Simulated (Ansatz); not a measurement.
We consider 2H WSe₂, described by PBE-D3(BJ)+SOC (Ansatz, a first-principles code, PAW).

Settings: plane-wave cutoff 520 eV, 12×12×4 k mesh (along the axes of the cell as run), PAW data made under PBE.

Computed at the level's own relaxed cell.

Elastic tensor (GPa, Voigt notation, ions relaxed):

```
  200.6    36.3    13.0     0.0     0.0     0.0
   36.3   200.6    13.0     0.0     0.0     0.0
   13.0    13.0    67.8     0.0     0.0     0.0
    0.0     0.0     0.0    23.4     0.0     0.0
    0.0     0.0     0.0     0.0    23.4     0.0
    0.0     0.0     0.0     0.0     0.0    82.2
```

**Question.** Work out the Voigt, Reuss and Hill averages of the bulk and shear moduli, Young's modulus and Poisson's ratio from the printed constants.

**Answer.** K_V = [C11 + C22 + C33 + 2(C12 + C13 + C23)]/9 = [469.0 + 2 × 62.3]/9 = 66.0 GPa. G_V = [469.0 − 62.3 + 3 × 129.0]/15 = 52.9 GPa. From the compliances S = C⁻¹, K_R = 49.1 and G_R = 37.0 GPa. Hill means: K = 57.5, G = 45.0 GPa. E = 9KG/(3K + G) = 107 GPa, ν = (3K − 2G)/(6K + 2G) = 0.19, K/G = 1.28.

The computed numbers hold no vibrational or temperature effects.
